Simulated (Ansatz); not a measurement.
Job for Ansatz (a program for electronic structure): R-wB97X-V/def2-TZVPPD on CH3Cl (SMILES CCl). Files ending in .json are basis or fitting sets from the Basis Set Exchange.

Ansatz 0.2 input:
```yaml
crystal:
  periodic: [false, false, false]
  atoms:
    - {symbol: C, position_ang: [0.00000000, 0.00000000, -1.12588600]}
    - {symbol: Cl, position_ang: [0.00000000, 0.00000000, 0.65683000]}
    - {symbol: H, position_ang: [0.00000000, 1.02799300, -1.47026400]}
    - {symbol: H, position_ang: [0.89026800, -0.51399700, -1.47026400]}
    - {symbol: H, position_ang: [-0.89026800, -0.51399700, -1.47026400]}
basis:
  gaussian:
    orbitals: def2-TZVPPD.json
hamiltonian:
  xc: {name: wB97X-V}
scf: {lower_state_search: off}
```

The head of its log:

```
WARN ansatz: RAYON_NUM_THREADS=1 ignored (pool sized by the plan → 1); use --threads N
Functional definition: wB97X-V
these checks for a lower state are left out or cut short: stability, starts, cluster_reference, orbital_swaps, neighbouring_geometries, increment
integrals: 0.06 GiB planned
678 factors; their error is unknown
integrals: 0.09 GiB planned
181 factors; integrals over basis functions are off by at most 3.4e-5 eV
mean field: 0.55 GiB planned
mean field evaluation 1: about -13606.4654 eV, gradient 1.9e1 eV
mean field evaluation 2: about -13606.9813 eV, gradient 1.2e1 eV
```

Question: What total energy does the run end on?

Answer: -500.0587 hartree.
